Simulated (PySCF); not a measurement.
All of these have the formula C6H12. Theory: PySCF, TDDFT PBE0/def2-SVPD, vertical, gas phase, core orbitals frozen in the response. Geometries: GFN2-xTB; one conformer of each isolated species. Triplets are in the Tamm–Dancoff approximation.

A. `C=CC(C)(C)C` (3,3-dimethyl-1-butene)
B. `C1CCCCC1` (cyclohexane)
C. `C=C(CC)CC` (2-ethyl-1-butene)

Lowest singlet levels (six at most, fewer where fewer were computed) with oscillator strengths:

1. 184 nm (f 0.026); 174 nm (f 0.333); 166 nm (f 0.015); 162 nm (f 0.008); 159 nm (f 0.027); 159 nm (f 0.050); T1 4.40 eV
2. 155 nm (f 0.000 summed over 2 states); 146 nm (f 0.000 summed over 2 states); 144 nm (f 0.002); 143 nm (f 0.000); 143 nm (f 0.070 summed over 2 states); T1 7.81 eV
3. 175 nm (f 0.051); 165 nm (f 0.422); 159 nm (f 0.002); 158 nm (f 0.001); 157 nm (f 0.002); 150 nm (f 0.008); T1 4.54 eV

**Question.** Match each spectrum to its molecule.

**Answer.** 1 = C, 2 = B, 3 = A.
- A: S1 at 7.08 eV, HOMO→LUMO+1 (94%); Löwdin shares by element: HOMO carbon 79% or more (atoms not listed hold the other 21%); LUMO carbon 67% or more, hydrogen 12% or more (atoms not listed hold the other 21%); HOMO -7.43 and LUMO 0.47 eV; point group Cs.
- B: S1 at 8.01 eV, HOMO-1/HOMO→LUMO (≥96%); Löwdin shares by element: HOMO (one of a set within 0.03 eV) carbon 49% or more (atoms not listed hold the other 51%); LUMO carbon 31% or more (atoms not listed hold the other 69%); HOMO -8.28 and LUMO 0.84 eV; point group D3d, 5 of its 8 listed states under f = 0.0005.
- C: S1 at 6.73 eV, HOMO→LUMO+1 (96%); Löwdin shares by element: HOMO carbon 81% or more (atoms not listed hold the other 19%); LUMO carbon 58% or more, hydrogen 13% or more (atoms not listed hold the other 29%); HOMO -7.07 and LUMO 0.50 eV; point group C2.

A slash joins orbitals within 0.01 eV of each other, whose weights are summed (≥ marks a lower bound).
